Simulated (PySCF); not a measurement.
**Two-dimensional NMR puzzle**

Compound of formula C₃H₈O. Correlations simulated from computed shifts and couplings:

HSQC (one-bond C–H):
```csv
δH,δC,"$^{1}J$(C,H) (Hz)"
3.44,68.1,143
1.34,31.3,131
0.86,10.9,132
```

COSY cross peaks (|J| ≥ 2 Hz):
```csv
δH,δH,abs. J (Hz),bonds
3.44,1.34,8.0,3
1.34,0.86,8.4,3
```

HMBC (two and three bonds, |J| ≥ 2.5 Hz):
```csv
δH,δC [abs. J in Hz]
1.34,"68.1 [5.4], 10.9 [3.7]"
0.86,"68.1 [7.2], 31.3 [3.4]"
```

[PySCF 2.14: shieldings: GIAO PBE0/pcSseg-1; J: B3LYP/pcJ-1 (without the spin–dipole term); geometry: PBE0-D3(BJ)/def2-SVP; non-relativistic; no solvent; one averaged value for each set of equivalent atoms; a single conformation]

References, each an isolated molecule treated in the same way: $^{1}$H and $^{13}$C against TMS.

Exchangeable hydrogens are left out of these lists, and C,H couplings along chains are those of one rotamer, so weak HMBC peaks may be missing or extra.

**Question.** Assemble the structure.

**Answer.** SMILES CCCO.

Mapped SMILES: `[CH3:1][CH2:2][CH2:3][OH:4]`. Each H is labelled by its parent atom.

1. δC 68.1 is C3, an sp3 CH2 bonded to O (δH 3.44).
2. δC 31.3 is C2, an sp3 CH2 (δH 1.34).
3. δC 10.9 is C1, a methyl carbon (δH 0.86).
4. COSY links 3.44–1.34, 1.34–0.86.

The OH or NH signal is concentration- and solvent-dependent in practice; the value given is the gas-phase one. Unscaled 3J(H,H) at this level run about 9 % above measured values. Shifts are as computed. Against solution values, carbons near 30 ppm lie about +2 ppm off and those near 130 ppm about +4 ppm. Of 246 compounds with measured shifts, 49 miss one by over three times the rms of a fit or turn the order of signals round; such compounds aren't used in these exercises. Vicinal H,H couplings across rotating CH2–CH2 and CH–CH2 bonds are estimated from the computed gauche and anti values for equal rotamer populations, (2 J gauche + J anti)/3.
